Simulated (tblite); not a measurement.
Species: C5H5F (charge +1 and doublet state).
SMILES: `[CH+]=[C]/C=C(/C)F`

Level: GFN2-xTB in tblite, geometry and Hessian alike; calculated harmonic values, unscaled, isolated species. The method is semi-empirical: single wavenumbers can be off by several per cent or more. Open shells enter through the occupations alone, without spin polarisation, and single modes of such species can be off by tens of per cent.

Harmonic wavenumbers (cm⁻¹): 105.6, 117.1, 125.5, 332.7, 365.5, 386.3, 478.6, 571.7, 644.3, 672.7, 757.7, 899.7, 911.5, 975.1, 1088.5, 1205.7, 1297.3, 1315.4, 1321.5, 1402.2, 1488.3, 2137.7, 2886.5, 2938.0, 3048.5, 3075.8, 3298.3.

A = 9857, B = 2198, C = 1816 MHz; mass 84.038 u (most abundant isotopes); point group Cs, symmetry number 1; spin multiplicity 2.

Question: Zero-point energy?

Answer: Half the sum of the wavenumbers: 16924 cm⁻¹ = 48.39 kcal/mol.

Question: Entropy at 350 K, 1 bar (ideal gas, RRHO, classical rotation)?

Answer: Translation 40.02, rotation 26.98, vibration 18.73, spin (R ln 2) 1.38: S = 87.1 cal/(mol K).

Question: And Cp and H(350 K) − H(0)?

Answer: Cp = 28.69 cal/(mol K), of which vibrations give 20.74 (their classical limit is 27 R = 53.7); H(350 K) − H(0) = 6.40 kcal/mol without the zero-point energy, 3.62 from vibrations.

Question: Blend soft modes into free rotors: weight 1/[1 + (100 cm⁻¹/ν̃)⁴] for the oscillator and the rest for a rotor with moment μB/(μ + B), μ = h/(8π²ν), B = 10⁻⁴⁴ kg m². What vibrational entropy results?

Answer: 18.07 cal/(mol K) in place of 18.73, which changes −T·S at 350 K by +0.23 kcal/mol.

Question: What must be added to the electronic energy to get the Gibbs energy at 350 K and 1 bar?

Answer: ZPE + [H(350 K) − H(0)] − T·S = 48.39 + 6.40 − 30.49 = 24.30 kcal/mol.

Question: Which modes carry the vibrational entropy at 350 K?

Answer: 105.6 cm⁻¹: 3.66; 117.1 cm⁻¹: 3.46; 125.5 cm⁻¹: 3.32; 332.7 cm⁻¹: 1.51; 365.5 cm⁻¹: 1.36; 386.3 cm⁻¹: 1.26 cal/(mol K); the other 21 give 4.16 together.

Question: How do the functions run with temperature in this model?

Answer: 
```csv
T (K),S (cal/(mol K)),Cp (cal/(mol K)),H − H(0) (kcal/mol),G − H(0) (kcal/mol),ln q(vib)
150,68.4,16.8,1.81,-8.45,1.32
250,78.4,23.0,3.81,-15.81,2.75
298.15,82.7,25.8,4.98,-19.69,3.46
400,91.1,31.2,7.90,-28.55,4.97
600,105.3,39.0,14.97,-48.24,7.89
900,122.6,46.3,27.84,-82.54,11.96
```

q(vib) and H(0) count from the zero-point level.

Hindered rotation and anharmonicity are outside this model.

Time: 0.15 s of wall time. Hardware: one thread, Arm Neoverse V2 (aarch64) (shared host). This covers the Hessian and the dipole derivatives.
